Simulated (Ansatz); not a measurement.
# CH2 (singlet): from Hartree-Fock to the top rungs at a displaced geometry (v2), cc-pVTZ

How much of the correlation energy of CH2 (singlet) does each wave-function method recover here?

Program: Ansatz 0.2.0, Gaussian basis. Level of theory: cc-pVTZ, core rule «outside noble gas», up to 1 orbitals frozen. These are calculated values, not measurements.

The runs, in order: UHF; CCSD(T) on RHF; CCSD(T) on UHF; BCCD(T) on RHF; CISD; CCSDT(Q) on RHF; CCSDT(Q) on UHF; CASSCF and MRCISD+Q, 6 electrons in 6 orbitals; CASSCF and NEVPT2, 6 electrons in 6 orbitals.

14 further runs of the same task are left out: 1 for a mislabelled method, 3 that didn't finish, 10 set aside as unsound or not needed.

## 1. The system

The geometry is a PBE0/def2-TZVP stationary point (not a proven minimum) with its atoms shifted at random (size 0.100 Å).

3 atoms, charge 0, spin multiplicity 1.

Atoms are counted from 1 here; the program's logs count them from 0.

Bond lengths: C1–H2 1.121 Å, C1–H3 1.104 Å. Angles: H2–C1–H3 101.1°.

As a file:

```xyz
3
CH2
C     0.0182   -0.0999   -0.0011
H    -0.1467    0.6116   -0.8516
H    -0.0701    0.5792    0.8644
```

## 2. UHF

Input file in.yaml:

```yaml
crystal:
  periodic: [false, false, false]
  atoms:
    - {symbol: C, position_ang: [0.018190, -0.099936, -0.001078]}
    - {symbol: H, position_ang: [-0.146685, 0.611632, -0.851578]}
    - {symbol: H, position_ang: [-0.070064, 0.579208, 0.864428]}
basis:
  gaussian: {orbitals: cc-pVTZ}
magnetization: {spin_polarized: true, initial_magnetization: 0}
hamiltonian: {xc: hf}
output: {orbitals: {seedname: orbitals}}
```

The run is started by

```sh
$ ansatz run in.yaml --threads 1 --pin off --events-out ev --progress --plain --max-ram 2393MiB
```

Further steps of the session: CCSD(T) on RHF; CCSD(T) on UHF; BCCD(T) on RHF; CISD; CCSDT(Q) on RHF; CCSDT(Q) on UHF; CASSCF and MRCISD+Q, 6 electrons in 6 orbitals; CASSCF and NEVPT2, 6 electrons in 6 orbitals.

Before running them: what should the planned runs give, taken together? Wanted: RCCSDT(Q) below the RHF energy; RMP2 from RCCSDT(Q); UMP2 from RCCSDT(Q); RCCSD from RCCSDT(Q); RCCSD(T) from RCCSDT(Q); UCCSD(T) from RCCSDT(Q); UCCSDT(Q) from RCCSDT(Q); NEVPT2 valence from RCCSDT(Q); MRCISD+Q valence from RCCSDT(Q).

As calculated:

```
                         quantity                                                                     value
   RCCSDT(Q) below the RHF energy                                                                -4.6326 eV
              RMP2 from RCCSDT(Q)                                                           +19.73 kcal/mol
              UMP2 from RCCSDT(Q)                                                           +17.37 kcal/mol
             RCCSD from RCCSDT(Q)                                                            +3.65 kcal/mol
          RCCSD(T) from RCCSDT(Q)                                                            +0.62 kcal/mol
          UCCSD(T) from RCCSDT(Q)                                                            +0.73 kcal/mol
         UCCSDT(Q) from RCCSDT(Q)                                                            +0.05 kcal/mol
    NEVPT2 valence from RCCSDT(Q)                                                           +15.92 kcal/mol
  MRCISD+Q valence from RCCSDT(Q)                                                            +0.33 kcal/mol
levels within 1 kcal/mol (43 meV)  RCCSD(T), UCCSD(T), BCCD(T), RCCSDT, UCCSDT, UCCSDT(Q), MRCISD+Q valence
                    T1 diagnostic                                                                     0.009
   effectively unpaired electrons                                                                      0.07
```

RCCSD(T) misses by +0.62 kcal/mol, 0.6 % of the correlation energy. One determinant dominates. Of the multireference levels listed MRCISD+Q valence comes nearest in total energy (+0.33 kcal/mol), which doesn't show that its space is the better one. These misses are within one basis, not against nature.
